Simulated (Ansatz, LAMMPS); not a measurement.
Ladder of methods for the bulk modulus B0 of hcp Zr

Reference value: 95.9 GPa (measured, zero-point energy and finite temperature contributions removed, sources range from 84.3 to 95.9; as tabulated in doi:10.1021/acs.jctc.3c00612).

Problem. What do COMB comb, COMB comb3, Lennard-Jones uff-vdw, LDA, PBE, PBEsol, r²SCAN give, and how far is each from the reference?

Solution. 
```csv
level (code),value (GPa),cell (Å³/atom),error (%)
COMB comb (LAMMPS),85.1,22.76,-11.3
COMB comb3 (LAMMPS),95.9,23.28,0.0
Lennard-Jones uff-vdw (LAMMPS),1.7,19.78,-98
LDA (Ansatz),102,21.78,+6.4
PBE (Ansatz),93.3,23.39,-2.7
PBEsol (Ansatz),98.3,22.46,+2.5
r²SCAN (Ansatz),95.2,23.50,-0.7
```

Leaving aside COMB comb, COMB comb3, Lennard-Jones uff-vdw, which can be fitted to such values or carry a doubt: With a margin of 12.1 % (twice that across the reference) picked here for doubts on the reference and the settings, these levels can't be ranked.

Lennard-Jones uff-vdw: this is a force field's van der Waals term alone, without bonds or charges. Each level is taken at its own relaxed cell. Cutoffs differ between the levels. Ansatz's density-functional and Hartree–Fock values are scalar-relativistic unless marked +SOC, with PAW data made under PBE.

Empirical potentials (COMB comb, COMB comb3) are fitted to chosen data, which need not cover the solid at hand: agreement can be built in, and what lay outside the fit can be far off.

Differences are worked out from the printed values.

Ansatz is a quantum-chemistry and plane-wave program.
